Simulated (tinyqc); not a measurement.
Worked calculation: UHF in the sto-3g basis, for BH, spin multiplicity 3. One step of it, computed by the program tinyqc.

Task: Orthogonalisation. S = U s U^T; symmetric (Loewdin) form X = U s^(-1/2) U^T, so that X^T S X = 1.

overlap S, lower triangle:
```
           1B 1s     1B 2s    1B 2px    1B 2py    1B 2pz     2H 1s
1B 1s   1.000000
1B 2s   0.269328  1.000000
1B 2px  0.000000  0.000000  1.000000
1B 2py  0.000000  0.000000  0.000000  1.000000
1B 2pz  0.000000  0.000000  0.000000  0.000000  1.000000
2H 1s   0.006487  0.116823  0.000000  0.000000  0.157400  1.000000
```

Give: eigenvalues of S; X.

Result:

eigenvalues of S: 0.701  0.857  1.000  1.000  1.137  1.305

X, lower triangle:
```
         1B 1s   1B 2s  1B 2px  1B 2py  1B 2pz  2H 1s
1B 1s    1.029
1B 2s   -0.142   1.034
1B 2px   0.000   0.000   1.000
1B 2py   0.000   0.000   0.000   1.000
1B 2pz  -0.001   0.007   0.000   0.000   1.010
2H 1s    0.009  -0.062   0.000   0.000  -0.081  1.015
```
